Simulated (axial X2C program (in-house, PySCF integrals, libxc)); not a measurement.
Low determinants of AlB⁻ at the PBE0 level, non-relativistic

Calculated with an in-house all-electron X2C program for linear molecules (integrals from PySCF). The Hamiltonian is the X2C one with the speed of light multiplied by 100, which is the non-relativistic limit. Basis: Al dyall-av3z [9s8p3d2f], B dyall-av3z [8s7p3d2f] (cores contracted in-house); Gaussian nuclei, density fitting, unrestricted open shells. Masses: Al 26.982 u, B 11.009 u.

Search at 2.110 Å (vertical energies from the lowest determinant):

```tsv
ΔE (eV)	state	electrons beyond evenly filled partner blocks	electrons in σ, π, δ, φ
0.00	M_S = 3/2, Λ = 0	σα, π+α, π-α	13 6 0 0
0.25	M_S = 1/2, Λ = 0	σβ, π+α, π-α	13 6 0 0
0.71	M_S = 1/2, Λ = 0	σα, π+β, π-α	13 6 0 0
0.71	M_S = 1/2, Λ = 2	σα, π+α, π+β	13 6 0 0
0.97	M_S = 1/2, Λ = 1	π+α, π+β, π-α	12 7 0 0
1.17	M_S = 1/2, Λ = 1	π+α	14 5 0 0
1.87	M_S = 3/2, Λ = 1	2 × π+α, π-α	12 7 0 0
```

Lowest determinant, M_S = 3/2, Λ = 0 (beyond evenly filled blocks: σα, π+α, π-α): Re = 2.074 Å, ωe = 597.3 cm⁻¹.

The determinant in row 2 of the search, M_S = 1/2, Λ = 0 (beyond evenly filled blocks: σβ, π+α, π-α), was followed along the bond at PBE0; measured from the minimum of the lowest determinant it gives:

Te = 0.256 eV (2067 cm⁻¹), Re = 2.087 Å, ωe = 588.9 cm⁻¹.

Task: Compare the bond of the determinant in row 2 with that of the lowest one.

Result: At PBE0 its Re is 0.013 Å longer and its force constant, which goes as ωe², is 0.97 times that of the lowest determinant. This determinant mixes spin states, so it has no term energy of its own.

The search compares states at one distance, so a state with another bond length can lie lower; it is not exhaustive and yields mostly the lowest determinant of each block pattern, so other components and higher states of one pattern are missing. These are energies of single determinants, not of spin-adapted states; PBE0 term energies can be off by some tenths of an eV, and the functional has no current term. The lowest determinant need not be the ground state where others lie within half an eV. For an anion, determinants above electron detachment are held by the basis set. The highest occupied level of some functionals is positive through self-interaction error; at Hartree–Fock it is bound. Row 2 is spin-contaminated (⟨S²⟩ = 1.78 against 0.75), so its values are not those of a pure state. Row 2 has a positive highest level at its minimum.
